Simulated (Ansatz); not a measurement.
Cartesian coordinates (Å):
```xyz
11

C     -0.1376     1.1951     0.0537
C      1.1438     0.6224     0.0097
C      1.2483    -0.7794    -0.0529
N      0.1879    -1.6063    -0.0733
C     -1.0338    -1.0456    -0.0306
C     -1.2534     0.3427     0.0331
H     -0.2646     2.2884     0.1032
H      2.0497     1.2484     0.0236
H      2.2439    -1.2594    -0.0885
H     -1.8927    -1.7419    -0.0483
H     -2.2785     0.7435     0.0658
```
Charge 0, spin multiplicity 1.

Computed with frozen-core CCSD(T)/def2-TZVPP // BP86-D3(BJ)/def2-SVP (Ansatz, a first-principles code). The restricted HF reference is unstable towards unrestricted orbitals.

- HF energy: -246.77892 Ha
- MP2 correlation energy: -0.98396 Ha

**Question.** Estimate the CCSD correlation energy, the (T) correction, the total energy and the T1 diagnostic.

**Answer.** 
| Quantity | Result |
|---|---|
| CCSD correlation energy | -1.00207 Ha |
| (T) correction | -0.05479 Ha |
| CCSD(T) total energy | -247.83578 Ha |
| T1 diagnostic | 0.012 |
